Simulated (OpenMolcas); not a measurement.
# One shape, several levels: S2F2 (Thio-thionyl fluoride)

We compute a comparison of 3 runs (UHF/STO-3G, UB3LYP/STO-3G, UPBE/STO-3G) of S2F2 (Thio-thionyl fluoride). 

The calculation is run with OpenMolcas 26.06.

13 further runs of the same task are left out: 13 that didn't finish.

### Step 1. Starting point

The species is S2F2 (4 atoms), meant as a singlet with charge 0. As SMILES, `FS(F)=S`. The F1–S2 distance was set to 4.203 Å, away from the relaxed value. At this shape a bond of the SMILES string is far longer than usual.

Bond lengths: S2–F3 1.682 Å, S2–S4 1.873 Å. Angles: F3–S2–S4 108.4°.

### Step 2. A single-point energy at UHF/STO-3G (run 1)

The input, coord.xyz:

```xyz
4

F      2.688581     0.963927     2.746173
S     -0.514710    -0.073220     0.231030
F      0.333030    -1.428520    -0.291570
S     -0.584940     1.160090    -1.176550
```

The input, test.input:

```
* F2S2 Hartree-Fock

&GATEWAY
  BASLIB
  $CurrDir
  COORD
  coord.xyz
  BASIS
  STO-3G
  GROUP
  NoSym

&SEWARD

&SCF
  UHF
  THRESHOLDS
  1e-10 1e-07 1e-07 1e-05
  SCRAMBLE
  0.25
  PRORBITALS
  1 1
```

The basis set STO-3G is read from a file made from the Basis Set Exchange's data (not shown).

On the command line:

```console
$ export MOLCAS_MEM=1860
$ pymolcas test.input > test.log
```

Output:

```text
--- Start Module: gateway ---
[...]
--- Stop Module: gateway /rc=_RC_ALL_IS_WELL_ ---
--- Start Module: seward ---
[...]
      Basis functions           28
--- Stop Module: seward /rc=_RC_ALL_IS_WELL_ ---
--- Start Module: scf ---
[...]
       Convergence after 127 Iterations
[...]
::    Total SCF energy                               -982.3077542811
[...]
      Total spin, S                                     0.6201528733
[...]
      Total electronic charge=   50.000000
      Total            charge=   -0.000000
[...]
      Dipole Moment (debye):
      Origin of the operator (angstrom)=    0.2182    0.2543    0.1609
                   X= -2.3996E-01               Y=  4.9441E-01               Z=  5.1887E-03           Total=  5.4959E-01
      Quadrupole Moment (debye*angstrom):
[...]
--- Stop Module: scf /rc=_RC_ALL_IS_WELL_ ---
[...]
```

It took 4.8 s on 1 thread of Arm Neoverse V2, shared host; peak memory 0.37 GiB.

### Step 3. A single-point energy at UB3LYP/STO-3G (run 2)

coord.xyz is that of step 2.

The input, test.input:

```
&gateway
  baslib = $CurrDir
  coord = coord.xyz
  basis = STO-3G
  group = NoSym

&seward
  gridinput
  Grid=UltraFine
  End of Grid

&scf
  uhf
  ksdft = B3LYP
  thresholds = 1e-10 1e-07 1e-07 1e-05
  scramble = 0.25
  prorbitals = 1 1
```

The basis set STO-3G is read from a file made from the Basis Set Exchange's data (not shown).

On the command line:

```console
$ export MOLCAS_MEM=1860
$ pymolcas test.input > test.log
```

Output:

```text
--- Start Module: gateway ---
[...]
--- Stop Module: gateway /rc=_RC_ALL_IS_WELL_ ---
--- Start Module: seward ---
[...]
      Basis functions           28
--- Stop Module: seward /rc=_RC_ALL_IS_WELL_ ---
--- Start Module: scf ---
[...]
       Convergence after 106 Iterations
[...]
::    Total KS-DFT energy                            -984.1374535398
[...]
      Total spin, S                                     0.6182899328
[...]
      Total electronic charge=   50.000000
      Total            charge=   -0.000000
[...]
      Dipole Moment (debye):
      Origin of the operator (angstrom)=    0.2182    0.2543    0.1609
                   X= -1.4281E-01               Y= -8.8001E-02               Z=  4.9208E-01           Total=  5.1988E-01
      Quadrupole Moment (debye*angstrom):
[...]
--- Stop Module: scf /rc=_RC_ALL_IS_WELL_ ---
[...]
```

It took 30 s on 1 thread of Arm Neoverse V2, shared host; peak memory 0.37 GiB.

### Step 4. The energy at UPBE/STO-3G (run 3)

coord.xyz is that of step 3.

The input, test.inp:

```
* F2S2 Kohn-Sham DFT
&GATEWAY
BasLib=$CurrDir
Coord=coord.xyz
Basis=STO-3G
Group=NoSym
&SEWARD
GridInput
Grid=UltraFine
End of Grid
&SCF
UHF
KSDFT=PBE
Thresholds=1e-10 1e-07 1e-07 1e-05
Scramble=0.25
PrOrbitals=1 1
```

The basis set STO-3G is read from a file made from the Basis Set Exchange's data (not shown).

On the command line:

```console
$ export MOLCAS_MEM=1860
$ pymolcas test.inp > test.log
```

Output:

```text
--- Start Module: gateway ---
[...]
--- Stop Module: gateway /rc=_RC_ALL_IS_WELL_ ---
--- Start Module: seward ---
[...]
      Basis functions           28
--- Stop Module: seward /rc=_RC_ALL_IS_WELL_ ---
--- Start Module: scf ---
[...]
       Convergence after 185 Iterations
[...]
::    Total KS-DFT energy                            -983.5958655579
[...]
      Total spin, S                                     0.6024851719
[...]
      Total electronic charge=   50.000000
      Total            charge=   -0.000000
[...]
      Dipole Moment (debye):
      Origin of the operator (angstrom)=    0.2182    0.2543    0.1609
                   X= -5.7533E-01               Y= -4.3935E-01               Z=  3.6578E-02           Total=  7.2482E-01
      Quadrupole Moment (debye*angstrom):
[...]
--- Stop Module: scf /rc=_RC_ALL_IS_WELL_ ---
[...]
```

Run time: 43 s. Hardware: 1 thread of Arm Neoverse V2, shared host; peak memory 0.37 GiB.

### Step 5. The series

```csv
run,level,integration grid,energy (Eh),dipole moment (D),HOMO energy (eV),LUMO energy (eV),wall time
1,UHF/STO-3G,–,-982.307754,0.55,-6.78,5.33,4.8 s
2,UB3LYP/STO-3G,UltraFine,-984.137454,0.52,-2.55,-0.01,30 s
3,UPBE/STO-3G,UltraFine,-983.595866,0.72,-1.29,-1.27,43 s
```

### Step 6. Summary of results

| quantity | value |
| --- | --- |
| run 3: total energy | -983.59587 Eh |
| run 3: dipole moment | 0.72 D |
| run 3: HOMO energy | -1.29 eV |
| run 3: LUMO energy | -1.27 eV |
| run 3: HOMO–LUMO gap | 0.02 eV |
| run 3: ⟨S²⟩ | 0.965 |

The dipole moment (its size) runs from 0.52 D (UB3LYP/STO-3G) to 0.72 D (UPBE/STO-3G). The HOMO–LUMO gap runs from 0.02 eV (UPBE/STO-3G) to 12.11 eV (UHF/STO-3G). Totals of different functionals can't be ranked against each other. In runs 1, 2, 3 the basis is minimal, so the values are rough. Spin contamination of the reference: run 1 ⟨S²⟩ = 1.00, run 2 ⟨S²⟩ = 1.00, run 3 ⟨S²⟩ = 0.97. Where it is this large, the reference is a mixture of spin states, and values that rest on it are in doubt. All runs together took 78 s, the longest 43 s.
